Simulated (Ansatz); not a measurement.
1T (CdI2-type) ZrSe2 was calculated with rVV10 (Ansatz, a first-principles code, plane waves, PAW).

Settings: plane-wave cutoff 520 eV, 12×12×6 k mesh (along the axes of the cell as run), Fermi–Dirac smearing 0.01 eV, scalar-relativistic PAW data made under PBE.

Cell (relaxed at this level):

```
CELL_PARAMETERS angstrom
      1.91045    -3.30899     0.00000
      1.91045     3.30899     0.00000
      0.00000     0.00000     6.17782
ATOMIC_POSITIONS crystal
  Zr 0.00000 0.00000 0.00000
  Se 0.33333 0.66667 0.25867
  Se 0.66667 0.33333 0.74133
```

Question: What does this level give for the bulk modulus B0, band gap, smallest direct gap on the k points sampled and pressure derivative B′ of the bulk modulus?

Answer: 
bulk modulus B0: 31.9 GPa
band gap: 0.23 eV
smallest direct gap on the k points sampled: 0.97 eV
pressure derivative B′ of the bulk modulus: 9.5

Measured, for comparison: band gap 1.18 eV (temperature not stated, no zero-point or thermal correction, fundamental, indirect, our sources range from 0.90 to 1.20; as tabulated in Rybak et al. (2022), arXiv:2210.12074).

Note: the bulk modulus comes from volumes at which shape and atoms were relaxed.

Spin–orbit coupling is not included.

Computed values are for the static lattice.

The result took about 5 core-minutes (a rough figure).
